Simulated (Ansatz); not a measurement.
# C3H4: the cost of one run

Program: Ansatz 0.2.0, driven from Python. Level of theory: B3LYP/def2-SVPD. These are calculated values, not measurements.

## Step 1: The system

Bond lengths: C1–C2 1.292 Å, C1–C3 1.356 Å, C2–C3 1.415 Å, C1–H4 1.022 Å, C2–H5 1.071 Å, C3–H6 1.092 Å, C3–H7 1.118 Å. Angles: C1–C2–C3 59.9°, C1–C2–H5 150.8°, C3–C2–H5 149.2°, C2–C1–C3 64.6°, C2–C1–H4 144.6°, C3–C1–H4 150.4°, C1–C3–C2 55.6°, C1–C3–H6 121.3°, C1–C3–H7 117.0°, C2–C3–H6 117.3°, C2–C3–H7 116.6°, H6–C3–H7 115.7°.

The script holds or builds the structure itself.

## Step 2: Script

Contents of dimer.py:

```python
"""Binding of a C3H4 dimer at a trial geometry."""

from dataclasses import dataclass

import ansatz as az


@dataclass
class RunConfig:
    basis_set: str = "def2-SVPD"
    functional: str = "b3lyp"


cfg = RunConfig()

FIRST = [
    ("C", (-0.7101, -0.2956, -0.317)),
    ("C", (0.223, 0.5533, -0.5985)),
    ("C", (0.2796, -0.1916, 0.6037)),
    ("H", (-1.6215, -0.658, -0.6045)),
    ("H", (0.6729, 1.262, -1.2644)),
    ("H", (0.1297, 0.3528, 1.5383)),
    ("H", (1.0261, -1.023, 0.6422)),
]
SECOND = [
    ("C", (-3.8886, -2.0748, -0.2519)),
    ("C", (-4.9117, -2.1362, -1.0394)),
    ("C", (-4.9752, -2.7088, 0.2534)),
    ("H", (-2.9048, -1.8064, -0.1832)),
    ("H", (-5.3967, -1.8929, -1.9633)),
    ("H", (-5.0173, -3.798, 0.3178)),
    ("H", (-5.5762, -2.1553, 1.0166)),
]

def energy(atoms, ghosts=()):
    molecule = az.Crystal.molecule()
    for symbol, xyz in atoms:
        molecule = molecule.atom(symbol, xyz)
    calc = (
        molecule.calculation()
        .basis(gaussian=cfg.basis_set)
        .functional(cfg.functional)
    )
    deck = calc.input()
    if ghosts:
        deck = deck.set(az.key.basis.gaussian.ghost_atoms, [{"symbol": s, "position_ang": list(xyz)} for s, xyz in ghosts])
    return az.Session.from_dict(deck).plan().execute().report["free_energy_ev"]


def main() -> None:
    # monomers in their own basis and in the basis of the dimer
    both = energy(FIRST + SECOND)
    alone = energy(FIRST) + energy(SECOND)
    ghosted = energy(FIRST, SECOND) + energy(SECOND, FIRST)
    print(f"dimer {both:.6f} eV")
    print(f"interaction, uncorrected   {(both - alone):8.3f} eV")
    print(f"interaction, counterpoise  {(both - ghosted):8.3f} eV")
    print(f"basis-set superposition    {(alone - ghosted):8.3f} eV")


if __name__ == "__main__":
    main()
```

## Step 3: The input behind the calls

The engine receives this input (first run):

```yaml
crystal:
  periodic: [false, false, false]
  atoms:
    - { symbol: C, position_ang: [-0.7101, -0.2956, -0.317] }
    - { symbol: C, position_ang: [0.223, 0.5533, -0.5985] }
    - { symbol: C, position_ang: [0.2796, -0.1916, 0.6037] }
    - { symbol: H, position_ang: [-1.6215, -0.658, -0.6045] }
    - { symbol: H, position_ang: [0.6729, 1.262, -1.2644] }
    - { symbol: H, position_ang: [0.1297, 0.3528, 1.5383] }
    - { symbol: H, position_ang: [1.0261, -1.023, 0.6422] }
    - { symbol: C, position_ang: [-3.8886, -2.0748, -0.2519] }
    - { symbol: C, position_ang: [-4.9117, -2.1362, -1.0394] }
    - { symbol: C, position_ang: [-4.9752, -2.7088, 0.2534] }
    - { symbol: H, position_ang: [-2.9048, -1.8064, -0.1832] }
    - { symbol: H, position_ang: [-5.3967, -1.8929, -1.9633] }
    - { symbol: H, position_ang: [-5.0173, -3.798, 0.3178] }
    - { symbol: H, position_ang: [-5.5762, -2.1553, 1.0166] }
basis:
  gaussian:
    orbitals: def2-SVPD
hamiltonian:
  xc: b3lyp
```

## Step 4: Launch

On the command line:

```sh
> python dimer.py
```

**Question.** How long does this script take on 1 thread of Arm Neoverse V1, shared host, and how much memory does it need?

About 24 s, with a peak of 0.37 GiB.
